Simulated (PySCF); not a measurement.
Bond curve of MgSi

Set-up: Mg pcseg-2, Si pcseg-2; no relativity (PySCF 2.14). Energies in eV from Mg + Si in their ground configurations at the same level. State: ³Σ⁻ (triplet), unpaired electrons π ↑↑.

All columns are PBE0. A positive dipole means Mg(−)Si(+).

```
R (Å)  E (eV)  μ (D)  Mulliken charge on Mg (basis-dependent)  HOMO (eV)  LUMO (eV)  Mayer bond order  ⟨S²⟩
2.197  -0.639  -3.36                                     0.36      -5.51      -2.44              1.54  2.17
2.300  -0.896  -3.48                                     0.37      -5.40      -2.52              1.45  2.18
2.402  -1.036  -3.58                                     0.37      -5.31      -2.61              1.36  2.18
2.478  -1.085  -3.65                                     0.37      -5.25      -2.66              1.29  2.19
2.555  -1.098  -3.72                                     0.37      -5.19      -2.72              1.22  2.18
2.632  -1.085  -3.77                                     0.36      -5.15      -2.77              1.16  2.18
2.734  -1.038  -3.83                                     0.35      -5.10      -2.84              1.07  2.17
2.862  -0.950  -3.86                                     0.33      -5.06      -2.91              0.97  2.16
3.015  -0.826  -3.84                                     0.30      -5.03      -2.99              0.85  2.13
3.219  -0.657  -3.71                                     0.26      -5.02      -3.07              0.70  2.10
```

A fit through these points gives, at Re = 2.551 Å, μ = -3.71 D and dμ/dR = -0.781 D/Å; the reduced mass is 12.91 u.

How strong is the fundamental in the double-harmonic approximation, I = 42.26·(dμ/dR)²/μred km/mol?

I = 42.26·(-0.781)²/12.91 = 2.00 km/mol at PBE0.

The state was picked by a PBE0 search and need not be the measured ground state.
